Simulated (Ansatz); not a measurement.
# Fluorite CeO₂

Level of theory: LDA+SOC in Ansatz (plane waves, PAW).

Settings: plane-wave cutoff 520 eV, 12×12×12 k mesh, Fermi–Dirac smearing 0.01 eV, PAW data made under PBE.

Cell (measured lattice):

Space group Fm-3m (No. 225); a = 5.410 Å, b = 5.410 Å, c = 5.410 Å, α = 90.00°, β = 90.00°, γ = 90.00°

```json
[
 {"atom": "Ce", "site": "4a", "symmetry": "m-3m", "x": "0.0000", "y": "0.0000", "z": "0.0000"},
 {"atom": "O", "site": "8c", "symmetry": "-43m", "x": "0.2500", "y": "0.2500", "z": "0.2500"}
]
```
(The calculation used a cell of 3 atoms; values per cell refer to that cell.)

```yaml
band_gap: 1.85 eV (indirect)
smallest_direct_gap_on_the_k_points_sampled: 1.96 eV
"Γ–Γ gap": 2.78 eV
```

Measured, for comparison: band gap 3 eV (temperature not stated, not corrected to a static lattice, O 2p to Ce 4f, our sources range from 3.00 to 3.20; as tabulated in Tran et al. (2019), arXiv:1908.01820). Computed (rounded) less measured: band gap -1.15 eV (-1.15 eV to -1.35 eV over the range).

Note: cell and atoms aren't relaxed at this level (pressure -5.6 GPa).

The computed numbers hold no vibrational or temperature effects.

Ansatz is a program for electronic structure.
